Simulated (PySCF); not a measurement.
Ionisation of furan

Molecule: furan, `c1ccoc1` (C4H4O). Atom numbers as in the mapped SMILES `[cH:1]1[cH:2][cH:3][o:4][cH:5]1`. These are map numbers, not IUPAC locants.

Energies: ωB97M-D3(BJ)/cc-pVTZ (PySCF, density fitting, integration grid level 3) on PBE0-D3(BJ)/def2-SVP structures. Thermal corrections: PBE0-D3(BJ)/def2-SVP frequencies, unscaled, ideal gas at 298.15 K and 1 bar, quasi-RRHO entropy.

Frontier levels of the parent: HOMO -8.82 eV, LUMO 2.49 eV.

Oxidation to the radical cation:
```
Vertical ionisation energy (electronic)              : 8.88 eV
Adiabatic ionisation energy (with zero-point energy) : 8.71 eV
Adiabatic, electronic part                           : 8.74 eV
Vertical gap at the product's structure              : 8.52 eV
Inner reorganisation energy (four-point)             : 357 meV
Relaxation of product / of parent                    : 133 / 224 meV
⟨S²⟩ of the product                                  : 0.763
Largest spin populations                             : C3 0.49, C5 0.49
Largest changes of atomic charge                     : C5 0.22, C3 0.22, C1 0.10, C2 0.10
Distances that move most (Å)                         : C1–C5 1.363 → 1.416; C2–C3 1.363 → 1.416; C1–C2 1.431 → 1.380; O4–C5 1.348 → 1.335
```

Measured values (NIST Chemistry WebBook, evaluated or the median of agreeing entries): adiabatic ionisation energy 8.88 eV (computed 8.71, difference -0.17).

The single points of this level took 86 s of wall time on 1 thread of Arm Neoverse V2 (shared host), launched as `OMP_NUM_THREADS=1 python redox_run.py task.json out`.
